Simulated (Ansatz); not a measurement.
`C=CCF`. Total charge 0; spin multiplicity 1.

Z-matrix (Å, degrees):
```
C
C 1 1.486
F 1 1.387 2 110.3
H 1 1.096 2 111.1 3 118.4
H 1 1.094 2 111.2 3 -120.1
C 2 1.324 1 123.6 3 126.1
H 2 1.087 1 115.9 3 -55.0
H 6 1.084 2 121.7 1 177.9
H 6 1.086 2 121.3 1 -1.7
```

(1) Give the diagnostics of a CCSD(T)/def2-TZVPP run (frozen core, Ansatz 0.2.0). (Best estimate.)

Answers

(1) The calculation gave: T1 = 0.0108, largest single amplitude 0.019, largest double 0.101, (T) share of the correlation energy 3.7 %, 9 CCSD cycles. The RHF solution is stable towards an unrestricted one. T1 lies under the customary mark of 0.02 for closed shells.
